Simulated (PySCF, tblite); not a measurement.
**C₃H₅NO₂: a rotation path, then NMR shifts and spin-spin couplings on frames**

Aim: move C₃H₅NO₂ (`NC(=O)CC=O`) away from its starting geometry and see how NMR shifts and spin-spin couplings follow the geometry.

The runs use tblite 0.8.0 and PySCF 2.14.0, with density-fitted response routines of our own; the level of theory stands in each step. All values are computed, except where a source is named. Atoms are numbered from 0 throughout.

## (1) Starting geometry

11 atoms, charge 0, multiplicity 1; geometry from: GFN2-xTB.

Bonds of the start (Å): N0–C1 1.34, C1–O2 1.21, C1–C3 1.54, C3–C4 1.50, C4–O5 1.20, N0–H6 1.01, N0–H7 1.01, C3–H8 1.09, C3–H9 1.09, C4–H10 1.10.

## (2) A band between two rotamers with GFN2-xTB

What the job is given:

```
{"job": {"kind": "neb", "xc": "GFN2-xTB", "basis": "xTB", "atoms": [0, 1, 3, 4], "turn": 120}, "charge": 0, "multiplicity": 1}
N      1.446488    -0.193179     0.575059
C      0.779731    -0.433959    -0.567718
O      1.145396    -1.183061    -1.438212
C     -0.512256     0.401277    -0.699278
C     -1.404550     0.165727     0.477023
O     -1.090362     0.383496     1.618790
H      0.978953     0.280399     1.335267
H      2.253335    -0.758163     0.785590
H     -0.198000     1.446918    -0.708242
H     -0.998702     0.151361    -1.639334
H     -2.394610    -0.258144     0.235091
```

Method: GFN2-xTB climbing-image nudged elastic band, gas phase.

On the command line:

```console
> OMP_NUM_THREADS=1 python probes_run.py task.json out
```

One launch serves the whole session: the jobs run in the order shown.

What it wrote:

```text
image   E - E0 / eV
  0       0.0000
  1       0.0265
  2       0.0862
  3       0.1443
  4       0.1789
  5       0.1937
  6       0.2001
  7       0.2071
  8       0.1405
```

Run time: 3.2 s. Hardware: 1 thread of AMD EPYC 7B13, shared host; peak memory 0.18 GiB.

The final band, with the dihedral N0–C1–C3–C4:

| image | dihedral (°) | energy (eV) | energy (kcal/mol) |
| --- | --- | --- | --- |
| 0 | -56 | 0.000 | 0.0 |
| 1 | -38 | 0.027 | 0.6 |
| 2 | -19 | 0.086 | 2.0 |
| 3 | -2 | 0.144 | 3.3 |
| 4 | 14 | 0.179 | 4.1 |
| 5 | 29 | 0.194 | 4.5 |
| 6 | 45 | 0.200 | 4.6 |
| 7 | 63 | 0.207 | 4.8 |
| 8 | 72 | 0.140 | 3.2 |

## (3) Shielding tensors: image 0, PBE0/pcSseg-1

What the job is given:

```
{"job": {"kind": "nmr", "xc": "PBE0", "basis": "pcSseg-1", "pop": false}, "charge": 0, "multiplicity": 1}
N      1.446500    -0.193200     0.575100
C      0.779700    -0.434000    -0.567700
O      1.145400    -1.183100    -1.438200
C     -0.512300     0.401300    -0.699300
C     -1.404600     0.165700     0.477000
O     -1.090400     0.383500     1.618800
H      0.979000     0.280400     1.335300
H      2.253300    -0.758200     0.785600
H     -0.198000     1.446900    -0.708200
H     -0.998700     0.151400    -1.639300
H     -2.394600    -0.258100     0.235100
```

With the program's defaults for keys left out, this is: GIAO PBE0/pcSseg-1 NMR shielding, non-relativistic, gas phase.

What it wrote:

```text
coarse grid: 9592 points
cycle   1  E = -321.8675626606  dE =  1.097e+00  |g| = 1.072e+00  |ddm| = 2.924e+00
cycle   2  E = -321.0799833411  dE =  7.876e-01  |g| = 2.280e+00  |ddm| = 2.841e+00
cycle   3  E = -322.0827840505  dE = -1.003e+00  |g| = 1.932e-01  |ddm| = 2.187e+00
cycle   4  E = -322.0891878131  dE = -6.404e-03  |g| = 9.785e-02  |ddm| = 1.872e-01
cycle   5  E = -322.0907660298  dE = -1.578e-03  |g| = 4.104e-02  |ddm| = 7.999e-02
cycle   6  E = -322.0910920200  dE = -3.260e-04  |g| = 8.584e-03  |ddm| = 3.273e-02
cycle   7  E = -322.0911038876  dE = -1.187e-05  |g| = 3.175e-03  |ddm| = 6.920e-03
cycle   8  E = -322.0911058492  dE = -1.962e-06  |g| = 6.797e-04  |ddm| = 2.575e-03
final grid: 93896 points
cycle   9  E = -322.1443012638  dE = -1.972e-06  |g| = 1.435e-02  |ddm| = 1.971e-02
cycle  10  E = -322.1441807816  dE =  1.205e-04  |g| = 2.921e-02  |ddm| = 2.735e-02
cycle  11  E = -322.1443392672  dE = -1.585e-04  |g| = 1.190e-03  |ddm| = 1.951e-02
cycle  12  E = -322.1443395499  dE = -2.827e-07  |g| = 1.722e-04  |ddm| = 9.616e-04
cycle  13  E = -322.1443395554  dE = -5.522e-09  |g| = 8.522e-05  |ddm| = 1.729e-04
cycle  14  E = -322.1443395566  dE = -1.196e-09  |g| = 3.055e-05  |ddm| = 7.146e-05
cycle  15  E = -322.1443395568  dE = -1.427e-10  |g| = 1.350e-05  |ddm| = 3.003e-05
converged SCF energy = -322.1443395568

GIAO shielding tensors (ppm)
atom      isotropic    diamagn.    paramagn.     s11        s22        s33       span
  0 N      152.433     325.034    -172.601     59.827    168.341    229.131    169.304
  1 C       23.183     245.249    -222.066    -72.138     50.638     91.048    163.186
  2 O     -101.466     398.755    -500.221   -394.019   -191.680    281.302    675.320
  3 C      132.140     254.779    -122.639    110.679    128.781    156.960     46.281
  4 C      -21.389     248.361    -269.750   -113.760    -52.593    102.187    215.947
  5 O     -352.199     401.170    -753.369   -981.349   -445.748    370.500   1351.849
  6 H       24.962      33.202      -8.240     18.253     25.310     31.324     13.071
  7 H       27.325      30.962      -3.637     23.172     23.492     35.312     12.141
  8 H       28.398      30.222      -1.825     25.735     27.574     31.885      6.150
  9 H       28.204      31.016      -2.812     26.160     27.419     31.034      4.875
 10 H       21.391      27.719      -6.327     19.536     20.223     24.415      4.880
```

Wall time 11 s (1 thread of AMD EPYC 7B13, shared host); peak memory 0.6 GiB.

Shifts follow as δ = σ(reference) − σ, with reference shieldings (ppm) from runs at the same level and on the same kind of geometry: 1H TMS 31.72, 13C TMS 186.9, 15N NH3 267.7, 17O H2O 336.1. The references are single molecules in the gas phase, so shifts against H2O, NH3, PH3, H3PO4 or CFCl3 are not on the usual liquid scales and can be off by tens of ppm. Each atom is listed at this fixed geometry, with no averaging over motion; a spectrum would average atoms that exchange fast.

```csv
atoms,environment,σ (ppm),δ (ppm)
C4,aldehyde carbonyl carbon,-21.4,208.3
C1,amide carbonyl carbon,23.2,163.7
C3,sp3 CH2 α to a carbonyl,132.1,54.8
H10,hydrogen on an aldehyde carbonyl carbon,21.39,10.33
H6,hydrogen on an amide-type nitrogen,24.96,6.76
H7,hydrogen on an amide-type nitrogen,27.33,4.39
H9,hydrogen on an sp3 CH2 α to a carbonyl,28.20,3.51
H8,hydrogen on an sp3 CH2 α to a carbonyl,28.40,3.32
N0,amide-type nitrogen,152.4,115.3
O5,aldehyde oxygen,-352.2,688.3
O2,amide-type carbonyl oxygen,-101.5,437.5
```

## (4) J couplings: image 0, B3LYP/pcJ-1

Same as in step 3 but for these lines:

```diff
@@ -1,2 +1,2 @@
-{"job": {"kind": "nmr", "xc": "PBE0", "basis": "pcSseg-1", "pop": false}, "charge": 0, "multiplicity": 1}
+{"job": {"kind": "j", "xc": "B3LYP", "basis": "pcJ-1"}, "charge": 0, "multiplicity": 1}
 N      1.446500    -0.193200     0.575100
```

With the program's defaults for keys left out, this is: B3LYP/pcJ-1 indirect spin-spin coupling, non-relativistic, gas phase.

What it wrote:

```text
coarse grid: 9592 points
cycle   1  E = -322.2333359652  dE =  1.055e+00  |g| = 1.161e+00  |ddm| = 2.751e+00
cycle   2  E = -321.1772888253  dE =  1.056e+00  |g| = 2.596e+00  |ddm| = 3.188e+00
cycle   3  E = -322.4703490106  dE = -1.293e+00  |g| = 2.554e-01  |ddm| = 2.537e+00
cycle   4  E = -322.4812774964  dE = -1.093e-02  |g| = 1.330e-01  |ddm| = 2.430e-01
cycle   5  E = -322.4840618902  dE = -2.784e-03  |g| = 5.726e-02  |ddm| = 1.030e-01
cycle   6  E = -322.4846847362  dE = -6.228e-04  |g| = 1.242e-02  |ddm| = 4.401e-02
cycle   7  E = -322.4847085254  dE = -2.379e-05  |g| = 4.443e-03  |ddm| = 9.518e-03
cycle   8  E = -322.4847123445  dE = -3.819e-06  |g| = 8.214e-04  |ddm| = 3.403e-03
final grid: 93896 points
cycle   9  E = -322.5494260829  dE = -1.338e-04  |g| = 7.670e-03  |ddm| = 1.586e-02
cycle  10  E = -322.5493959394  dE =  3.014e-05  |g| = 1.462e-02  |ddm| = 1.319e-02
cycle  11  E = -322.5494356755  dE = -3.974e-05  |g| = 1.924e-03  |ddm| = 1.029e-02
cycle  12  E = -322.5494362883  dE = -6.128e-07  |g| = 5.782e-04  |ddm| = 1.713e-03
cycle  13  E = -322.5494363495  dE = -6.120e-08  |g| = 1.206e-04  |ddm| = 3.745e-04
cycle  14  E = -322.5494363522  dE = -2.707e-09  |g| = 2.898e-05  |ddm| = 9.302e-05
cycle  15  E = -322.5494363523  dE = -8.845e-11  |g| = 1.898e-05  |ddm| = 3.009e-05
converged SCF energy = -322.5494363523

Indirect spin-spin couplings (Hz)
  i      j    bonds     total        FC       PSO       DSO        SD
  0 N    1 C    1    -18.618   -22.008     3.535    -0.120    -0.025
  0 N    2 O    2     -0.169     1.431    -2.539    -0.024     0.963
  0 N    3 C    2     -7.745    -7.960     0.186    -0.004     0.034
  0 N    4 C    3      0.497     0.503    -0.010    -0.005     0.009
  0 N    5 O    4      1.306     1.438    -0.084     0.008    -0.055
  0 N    6 H    1    -95.220   -92.723    -1.851    -0.377    -0.270
  0 N    7 H    1    -92.377   -89.382    -2.370    -0.339    -0.285
  0 N    8 H    3     -0.752    -0.761     0.013    -0.014     0.010
  0 N    9 H    3     -2.280    -2.316    -0.167     0.208    -0.004
  0 N   10 H    4     -1.069    -1.083    -0.131     0.144     0.002
  1 C    2 O    1     27.513    14.473    13.140    -0.100         -
  1 C    3 C    1     41.690    42.592    -1.220     0.318         -
  1 C    4 C    2     -2.529    -2.565    -0.056     0.092         -
  1 C    5 O    3     -1.162    -0.680    -0.477    -0.005         -
  1 C    6 H    2      3.448     4.560    -0.731    -0.381         -
  1 C    7 H    2     -0.459     0.758    -0.743    -0.473         -
  1 C    8 H    2     -9.705    -9.761    -0.160     0.216         -
  1 C    9 H    2     -5.561    -5.342    -0.329     0.110         -
  1 C   10 H    3      2.430     2.388     0.195    -0.153         -
  2 O    3 C    2     -2.799    -3.943     1.116     0.028         -
  2 O    4 C    3     -1.048    -0.671    -0.409     0.032         -
  2 O    6 H    3     -1.368    -2.637     0.822     0.447         -
  2 O    7 H    3      0.990    -0.585     1.468     0.106         -
  2 O    8 H    3     -0.810    -1.046     0.002     0.234         -
  2 O    9 H    3     -0.827    -1.203     0.380    -0.003         -
  2 O   10 H    4     -0.498    -0.373    -0.258     0.133         -
  3 C    4 C    1     38.433    40.511    -2.341     0.263         -
  3 C    5 O    2      1.463    -0.942     2.367     0.037         -
  3 C    6 H    3      0.040     0.064    -0.190     0.166         -
  3 C    7 H    3      5.587     5.656     0.549    -0.617         -
  3 C    8 H    1    134.279   132.317     0.996     0.966         -
  3 C    9 H    1    149.056   147.529     0.605     0.922         -
  3 C   10 H    2     25.646    26.048    -0.224    -0.178         -
  4 C    5 O    1     33.791    12.543    21.304    -0.055         -
  4 C    7 H    4     -0.325    -0.282     0.375    -0.417         -
  4 C    8 H    2     -7.807    -7.727    -0.072    -0.007         -
  4 C    9 H    2     -1.695    -1.109    -0.546    -0.039         -
  4 C   10 H    1    181.776   181.945    -1.190     1.020         -
  5 O    6 H    5      1.898     1.879     0.439    -0.421         -
  5 O    7 H    5     -0.234    -0.212    -0.187     0.165         -
  5 O    8 H    3     -2.360    -2.636     0.181     0.094         -
  5 O    9 H    3     -2.549    -3.700     0.815     0.337         -
  5 O   10 H    2     -5.239    -8.655     3.017     0.399         -
  6 H    7 H    2      4.496     3.923     6.002    -5.428         -
  6 H    8 H    4     -0.414    -0.352    -0.852     0.790         -
  6 H    9 H    4      0.705     0.818     1.849    -1.961         -
  6 H   10 H    5     -0.208    -0.061     1.328    -1.475         -
  7 H    9 H    4      2.883     3.029     2.190    -2.335         -
  8 H    9 H    2    -12.883   -13.080     2.436    -2.239         -
  8 H   10 H    3      1.509     1.618     2.046    -2.156         -
  9 H   10 H    3      3.245     3.308    -0.378     0.315         -
```

It took 23 s on 1 thread of AMD EPYC 7B13, shared host; peak memory 0.85 GiB.

Beyond four bonds or across contacts, the largest of 1 Hz or more: O5–H6 1.9 Hz.

Couplings of 1 Hz or more over one to four bonds, nine at most for each number (isotopes 13C, 1H, 15N, 17O):

| pair | bonds | J (Hz) | Fermi contact (Hz) | dihedral (°) |
| --- | --- | --- | --- | --- |
| C4–H10 | 1 | 181.8 | 181.9 | – |
| C3–H9 | 1 | 149.1 | 147.5 | – |
| C3–H8 | 1 | 134.3 | 132.3 | – |
| N0–H6 | 1 | -95.2 | -92.7 | – |
| N0–H7 | 1 | -92.4 | -89.4 | – |
| C1–C3 | 1 | 41.7 | 42.6 | – |
| C3–C4 | 1 | 38.4 | 40.5 | – |
| C4–O5 | 1 | 33.8 | 12.5 | – |
| C1–O2 | 1 | 27.5 | 14.5 | – |
| C3–H10 | 2 | 25.6 | 26.0 | – |
| H8–H9 | 2 | -12.9 | -13.1 | – |
| C1–H8 | 2 | -9.7 | -9.8 | – |
| C4–H8 | 2 | -7.8 | -7.7 | – |
| N0–C3 | 2 | -7.7 | -8.0 | – |
| C1–H9 | 2 | -5.6 | -5.3 | – |
| O5–H10 | 2 | -5.2 | -8.7 | – |
| H6–H7 | 2 | 4.5 | 3.9 | – |
| C1–H6 | 2 | 3.4 | 4.6 | – |
| C3–H7 | 3 | 5.6 | 5.7 | 174 |
| H9–H10 | 3 | 3.2 | 3.3 | 2 |
| O5–H9 | 3 | -2.5 | -3.7 | -179 |
| C1–H10 | 3 | 2.4 | 2.4 | -119 |
| O5–H8 | 3 | -2.4 | -2.6 | -57 |
| N0–H9 | 3 | -2.3 | -2.3 | -180 |
| H8–H10 | 3 | 1.5 | 1.6 | 125 |
| O2–H6 | 3 | -1.4 | -2.6 | -166 |
| C1–O5 | 3 | -1.2 | -0.7 | 59 |
| H7–H9 | 4 | 2.9 | 3.0 | – |
| N0–O5 | 4 | 1.3 | 1.4 | – |
| N0–H10 | 4 | -1.1 | -1.1 | – |

The spin-dipole term was solved for some atoms only; pairs without it lack that part.

The response was solved for the nuclei of C, H, N alone, so couplings that need other nuclei can be missing.

Quadrupole couplings from the field gradients of the same density:

```
atom  isotope  eQq/h (MHz)     η
  O5      17O         11.7  0.53
  O2      17O        9.508  0.05
  N0      14N       -4.330  0.15
```

## (5) Nuclear shieldings: image 3, PBE0/pcSseg-1

What the job is given:

```
{"job": {"kind": "nmr", "xc": "PBE0", "basis": "pcSseg-1", "pop": false}, "charge": 0, "multiplicity": 1}
N      1.257900    -0.589700     0.646200
C      0.876800    -0.258000    -0.599700
O      1.572200    -0.410100    -1.572700
C     -0.551600     0.316200    -0.734800
C     -1.329600     0.374000     0.538800
O     -1.025300     1.028400     1.502000
H      0.700300    -0.369500     1.452600
H      2.209800    -0.885100     0.790200
H     -0.407200     1.331600    -1.114900
H     -1.068300    -0.267200    -1.497000
H     -2.229600    -0.268100     0.563200
```

Level: GIAO PBE0/pcSseg-1 NMR shielding, non-relativistic, gas phase.

What it wrote:

```text
coarse grid: 9592 points
cycle   1  E = -321.8570005778  dE =  1.102e+00  |g| = 1.085e+00  |ddm| = 2.948e+00
cycle   2  E = -321.0190124507  dE =  8.380e-01  |g| = 2.341e+00  |ddm| = 3.046e+00
cycle   3  E = -322.0782937337  dE = -1.059e+00  |g| = 1.955e-01  |ddm| = 2.366e+00
cycle   4  E = -322.0846249559  dE = -6.331e-03  |g| = 1.036e-01  |ddm| = 1.942e-01
cycle   5  E = -322.0864337927  dE = -1.809e-03  |g| = 4.112e-02  |ddm| = 8.206e-02
cycle   6  E = -322.0867601235  dE = -3.263e-04  |g| = 8.646e-03  |ddm| = 3.331e-02
cycle   7  E = -322.0867720659  dE = -1.194e-05  |g| = 3.230e-03  |ddm| = 6.873e-03
cycle   8  E = -322.0867740929  dE = -2.027e-06  |g| = 6.883e-04  |ddm| = 2.603e-03
final grid: 93896 points
cycle   9  E = -322.1399996659  dE =  5.290e-07  |g| = 1.458e-02  |ddm| = 1.933e-02
cycle  10  E = -322.1398744590  dE =  1.252e-04  |g| = 2.974e-02  |ddm| = 2.846e-02
cycle  11  E = -322.1400387514  dE = -1.643e-04  |g| = 1.216e-03  |ddm| = 2.033e-02
cycle  12  E = -322.1400390520  dE = -3.005e-07  |g| = 1.681e-04  |ddm| = 1.033e-03
cycle  13  E = -322.1400390581  dE = -6.096e-09  |g| = 6.139e-05  |ddm| = 1.817e-04
cycle  14  E = -322.1400390587  dE = -6.754e-10  |g| = 2.344e-05  |ddm| = 5.815e-05
converged SCF energy = -322.1400390587

GIAO shielding tensors (ppm)
atom      isotropic    diamagn.    paramagn.     s11        s22        s33       span
  0 N      150.406     324.412    -174.006     55.983    170.928    224.306    168.323
  1 C       23.515     244.354    -220.839    -72.782     46.545     96.783    169.565
  2 O      -80.500     398.396    -478.896   -359.282   -199.956    317.739    677.021
  3 C      134.125     254.482    -120.357    105.580    131.676    165.120     59.540
  4 C      -25.172     249.249    -274.421   -119.497    -58.337    102.319    221.816
  5 O     -399.362     401.070    -800.432  -1095.256   -474.234    371.402   1466.658
  6 H       26.332      33.705      -7.373     20.091     27.713     31.193     11.103
  7 H       27.168      30.614      -3.447     22.923     23.608     34.973     12.050
  8 H       28.443      29.516      -1.073     26.432     27.405     31.493      5.061
  9 H       28.057      30.517      -2.461     26.290     26.656     31.224      4.934
 10 H       21.288      28.257      -6.969     19.256     20.509     24.099      4.843
```

Wall time 7.9 s (1 thread of AMD EPYC 7B13, shared host); peak memory 0.61 GiB.

In short: δ C4 212.1, C1 163.4, C3 52.8, N0 117.3, H10 10.43, H6 5.38 ppm.

## (6) Spin-spin couplings: image 3, B3LYP/pcJ-1

Same as in step 5 but for these lines:

```diff
@@ -1,2 +1,2 @@
-{"job": {"kind": "nmr", "xc": "PBE0", "basis": "pcSseg-1", "pop": false}, "charge": 0, "multiplicity": 1}
+{"job": {"kind": "j", "xc": "B3LYP", "basis": "pcJ-1"}, "charge": 0, "multiplicity": 1}
 N      1.257900    -0.589700     0.646200
```

Method: B3LYP/pcJ-1 indirect spin-spin coupling, non-relativistic, gas phase.

What it wrote:

```text
coarse grid: 9592 points
cycle   1  E = -322.2228557459  dE =  1.061e+00  |g| = 1.173e+00  |ddm| = 2.774e+00
cycle   2  E = -321.0949789929  dE =  1.128e+00  |g| = 2.669e+00  |ddm| = 3.410e+00
cycle   3  E = -322.4658288527  dE = -1.371e+00  |g| = 2.580e-01  |ddm| = 2.726e+00
cycle   4  E = -322.4765435805  dE = -1.071e-02  |g| = 1.414e-01  |ddm| = 2.509e-01
cycle   5  E = -322.4797886696  dE = -3.245e-03  |g| = 5.697e-02  |ddm| = 1.060e-01
cycle   6  E = -322.4804036003  dE = -6.149e-04  |g| = 1.276e-02  |ddm| = 4.447e-02
cycle   7  E = -322.4804285983  dE = -2.500e-05  |g| = 4.558e-03  |ddm| = 9.422e-03
cycle   8  E = -322.4804326224  dE = -4.024e-06  |g| = 8.594e-04  |ddm| = 3.504e-03
final grid: 93896 points
cycle   9  E = -322.5452451135  dE = -1.323e-04  |g| = 7.702e-03  |ddm| = 1.511e-02
cycle  10  E = -322.5452146554  dE =  3.046e-05  |g| = 1.470e-02  |ddm| = 1.321e-02
cycle  11  E = -322.5452547585  dE = -4.010e-05  |g| = 1.937e-03  |ddm| = 1.031e-02
cycle  12  E = -322.5452553839  dE = -6.253e-07  |g| = 5.739e-04  |ddm| = 1.777e-03
cycle  13  E = -322.5452554453  dE = -6.147e-08  |g| = 1.027e-04  |ddm| = 3.727e-04
cycle  14  E = -322.5452554475  dE = -2.132e-09  |g| = 2.266e-05  |ddm| = 7.909e-05
cycle  15  E = -322.5452554476  dE = -9.663e-11  |g| = 9.324e-06  |ddm| = 2.150e-05
converged SCF energy = -322.5452554476

Indirect spin-spin couplings (Hz)
  i      j    bonds     total        FC       PSO       DSO        SD
  0 N    1 C    1    -20.180   -23.551     3.524    -0.120    -0.032
  0 N    2 O    2      0.357     1.891    -2.491    -0.023     0.980
  0 N    3 C    2     -9.847   -10.047     0.169    -0.001     0.033
  0 N    4 C    3      0.195     0.210     0.022    -0.020    -0.017
  0 N    5 O    4      0.418     0.519    -0.086     0.005    -0.019
  0 N    6 H    1    -96.352   -93.673    -1.996    -0.373    -0.309
  0 N    7 H    1    -94.806   -91.896    -2.278    -0.337    -0.295
  0 N    8 H    3      0.034     0.019    -0.109     0.132    -0.008
  0 N    9 H    3     -0.274    -0.312    -0.117     0.154     0.001
  0 N   10 H    4     -0.286    -0.290    -0.084     0.073     0.015
  1 C    2 O    1     27.261    14.420    12.941    -0.099         -
  1 C    3 C    1     43.967    44.775    -1.124     0.316         -
  1 C    4 C    2     -1.940    -1.937    -0.076     0.073         -
  1 C    5 O    3     -0.575    -0.594     0.019     0.000         -
  1 C    6 H    2      5.388     6.505    -0.666    -0.452         -
  1 C    7 H    2      0.019     1.251    -0.749    -0.484         -
  1 C    8 H    2    -10.756   -10.798    -0.190     0.232         -
  1 C    9 H    2     -6.264    -6.245    -0.176     0.157         -
  1 C   10 H    3      2.160     2.168     0.148    -0.156         -
  2 O    3 C    2     -2.251    -3.586     1.309     0.026         -
  2 O    4 C    3     -1.188    -1.026    -0.208     0.046         -
  2 O    6 H    3     -1.356    -2.601     0.787     0.458         -
  2 O    7 H    3      1.018    -0.570     1.490     0.098         -
  2 O    8 H    3     -0.589    -0.785     0.125     0.071         -
  2 O    9 H    3     -0.666    -0.881     0.160     0.054         -
  2 O   10 H    4     -0.639    -0.686    -0.146     0.192         -
  3 C    4 C    1     41.026    42.995    -2.231     0.262         -
  3 C    5 O    2      0.410    -1.658     2.029     0.038         -
  3 C    6 H    3     -0.041     0.006    -0.126     0.079         -
  3 C    7 H    3      6.768     6.839     0.536    -0.607         -
  3 C    8 H    1    135.601   133.754     0.895     0.953         -
  3 C    9 H    1    142.749   141.066     0.765     0.918         -
  3 C   10 H    2     26.875    27.254    -0.205    -0.175         -
  4 C    5 O    1     34.769    12.749    22.072    -0.053         -
  4 C    6 H    4      0.324     0.199    -0.420     0.545         -
  4 C    7 H    4      0.588     0.587     0.433    -0.432         -
  4 C    8 H    2     -7.063    -6.991    -0.064    -0.008         -
  4 C    9 H    2     -1.334    -0.748    -0.554    -0.032         -
  4 C   10 H    1    174.217   174.389    -1.203     1.031         -
  5 O    7 H    5     -0.257    -0.184    -0.258     0.185         -
  5 O    8 H    3     -2.227    -2.415     0.099     0.090         -
  5 O    9 H    3     -2.711    -3.860     0.813     0.336         -
  5 O   10 H    2     -4.385    -8.053     3.269     0.399         -
  6 H    7 H    2      4.925     4.299     6.144    -5.518         -
  6 H    8 H    4     -0.462    -0.316     0.952    -1.099         -
  7 H    8 H    4     -0.588    -0.450     1.904    -2.042         -
  8 H    9 H    2    -16.985   -17.212     2.316    -2.089         -
  8 H   10 H    3      2.720     2.827     2.092    -2.199         -
  9 H   10 H    3      2.942     3.006    -0.406     0.342         -
```

Wall time 19 s (1 thread of AMD EPYC 7B13, shared host); peak memory 0.85 GiB.

Key values: J(C4,H10) 174.2 Hz, J(C3,H8) 139.2 Hz, J(N0,H6) -96.4 Hz (means over like pairs).

(Part 1 of 2 ends here.)
